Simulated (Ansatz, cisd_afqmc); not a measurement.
Species: PH₂, charge -1, singlet. PH2- (SMILES [PH2-]).
B3LYP-D3(BJ)/def2-TZVP minimum from Ansatz (an electronic-structure program):
```xyz
3

P      0.0006     0.0766     0.0893
H      1.0268    -0.5896    -0.6629
H     -1.0353    -0.5590    -0.6762
```
Charge -1, spin multiplicity 1.

Total energies in aug-cc-pV(D+d)Z, 8 correlated electrons, 5 frozen orbitals. UHF or UKS for unpaired electrons; spin-orbit terms are left out. Cores are frozen in correlated methods. No relativity. AFQMC is phaseless with a CISD trial state; ± is one standard error, without the phaseless bias. Outlying blocks are dropped, and bars are widened where a walk drifts. Over all cases where full CI ran beside it in this data, AFQMC minus full CI had a median of +0.1 mEh and passed +0.4 mEh in a tenth of the cases.

| method | program | energy (Eh) | minus CCSDTQ (mEh) |
|---|---|---|---|
| HF | Ansatz | -341.88010 | 182.37 |
| MP2 | Ansatz | -342.03015 | 32.32 |
| CCSD | Ansatz | -342.05487 | 7.60 |
| CCSD(T) | Ansatz | -342.06125 | 1.22 |
| CCSDT(Q) | Ansatz | -342.06244 | 0.03 |
| CCSDTQ | Ansatz | -342.06247 | 0.00 |
| AFQMC/CISD | cisd_afqmc | -342.0623 ± 0.0003 | 0.2 ± 0.3 |

Rough core times of Ansatz's runs on a shared machine: CCSD(T) under 20 s, CCSDT(Q) under 20 s, CCSDTQ 5 min.
